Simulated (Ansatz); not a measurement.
How the lattice parameter a of Re (model structure, started from the diamond type, Fd-3m, No. 227, 2 atoms in the cell) moves with the method

No measured value is used here.

```
level (code)         value (Å)
-------------------  ---------
PBE (Ansatz)             5.652
PBEsol (Ansatz)          5.594
PBE-D3(BJ) (Ansatz)          …
r²SCAN (Ansatz)          5.616
```

Task: Some entries are withheld; supply them.

Result: 
- PBE-D3(BJ) (Ansatz, a quantum-chemistry and plane-wave program), value (Å): 5.598

Density-functional levels without +SOC have no spin–orbit coupling. Ansatz's density-functional and Hartree–Fock values are scalar-relativistic unless marked +SOC, with PAW data made under PBE.

A model structure was made by putting elements into a prototype or built by hand; it is no filed structure, need not be a known phase, and can be a saddle point held by its symmetry.
